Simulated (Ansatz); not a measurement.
Species, as SMILES: [O]N=O, doublet.
Atoms: N1, O2, O3. Bonds: N1-O2, N1-O3.

How fast the optimised N1-O2 bond length converges with the basis for several methods (Ansatz, a quantum-chemistry and plane-wave program): deviation from each method's own reference, in Å. References: HF 1.1534 Å, the value in def2-QZVPPD; PBE 1.2031 Å, the value in def2-QZVPPD; PBE0 1.1820 Å, the value in def2-QZVPPD. All functions are spherical. Open shells are unrestricted. No added dispersion term, no relativity. 

```json
[
 {"basis": "def2-SVP", "functions": "42", "HF": "0.0003", "PBE": "0.0009", "PBE0": "0.0009"},
 {"basis": "cc-pVDZ", "functions": "42", "HF": "0.0053", "PBE": "0.0082", "PBE0": "0.0071"},
 {"basis": "def2-SVPD", "functions": "66", "HF": "0.0015", "PBE": "0.0009", "PBE0": "0.0012"},
 {"basis": "aug-cc-pVDZ", "functions": "69", "HF": "0.0072", "PBE": "0.0075", "PBE0": "0.0073"},
 {"basis": "def2-TZVPP", "functions": "93", "HF": "0.0005", "PBE": "0.0008", "PBE0": "0.0007"},
 {"basis": "cc-pVQZ", "functions": "165", "HF": "0.0002", "PBE": "0.0006", "PBE0": "0.0005"},
 {"basis": "pcseg-3", "functions": "180", "HF": "-0.0002", "PBE": "0.0002", "PBE0": "0.0001"},
 {"basis": "def2-QZVPPD", "functions": "195", "HF": "0.0000", "PBE": "0.0000", "PBE0": "0.0000"}
]
```
